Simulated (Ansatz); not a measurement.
# Al2P (quartet): from Hartree-Fock to the top rungs, cc-pVDZ

The task here is to estimate one member of a computed series from the others.

Computed with Ansatz 0.2.0, Gaussian basis. Level: cc-pVDZ, core rule «outside noble gas», up to 15 orbitals frozen.

The runs, in order: UHF; CCSD(T) on ROHF; CCSD(T) on UHF; BCCD(T) on ROHF; CISD; CCSDT(Q) on ROHF; CCSDT(Q) on UHF.

38 further runs of the same task are left out: 14 for a known fault of the program, 11 that didn't finish, 13 set aside as unsound or not needed.

## The system

The geometry is a PBE0/def2-TZVP stationary point (not a proven minimum).

3 atoms, charge 0, spin multiplicity 4.

Atoms are counted from 1 here; the program's logs count them from 0.

Bond lengths: Al1–P2 2.259 Å, Al1–Al3 2.665 Å, P2–Al3 2.259 Å. Angles: P2–Al1–Al3 53.9°, Al1–P2–Al3 72.3°, Al1–Al3–P2 53.9°.

The first run:

in.yaml reads:

```yaml
crystal:
  periodic: [false, false, false]
  atoms:
    - {symbol: Al, position_ang: [0.000000, -0.665301, -1.332700]}
    - {symbol: P, position_ang: [0.000000, 1.159099, 0.000000]}
    - {symbol: Al, position_ang: [0.000000, -0.665301, 1.332700]}
basis:
  gaussian: {orbitals: cc-pVDZ}
magnetization: {spin_polarized: true, initial_magnetization: 3}
hamiltonian: {xc: hf}
output: {orbitals: {seedname: orbitals}}
```

Started as:

```sh
> ansatz run in.yaml --threads 1 --pin off --events-out ev --progress --plain --max-ram 2393MiB
```

Steps of the session up to this table: UHF; CCSD(T) on ROHF; CCSD(T) on UHF; BCCD(T) on ROHF; CISD; CCSDT(Q) on ROHF; CCSDT(Q) on UHF.

One table of the session follows, with a row left open; its other results are not shown here.

It belongs to the step «Misses and costs». 

```
   method  from UCCSDT(Q) (meV)
     ROHF               +6615.8
      UHF               +6407.5
     RMP2               +1083.7
     UMP2               +1130.3
     CISD               +1064.4
    RCCSD                     ?
    UCCSD                +477.1
 RCCSD(T)                 +82.1
 UCCSD(T)                 +85.2
  BCCD(T)                 +84.9
   RCCSDT                 +46.6
   UCCSDT                 +43.7
RCCSDT(Q)                  +5.1
UCCSDT(Q)                     0
```

Estimate the missing values for RCCSD.

The run gave: from UCCSDT(Q) (meV): +492.6. In the column «from UCCSDT(Q) (meV)» it lies between UCCSD (+477.1) and CISD (+1064.4).

With the free atoms at the same levels and basis (separate runs), the atomisation energy is 3.499 eV at UCCSDT(Q), 3.448 eV at RCCSD(T), 3.443 eV at UCCSD(T), 1.935 eV at ROHF.

Limits of these values: Restricted and unrestricted rows rest on different reference determinants; where their highest levels disagree by more than a few hundredths of an eV, they describe different states and don't form one ladder.
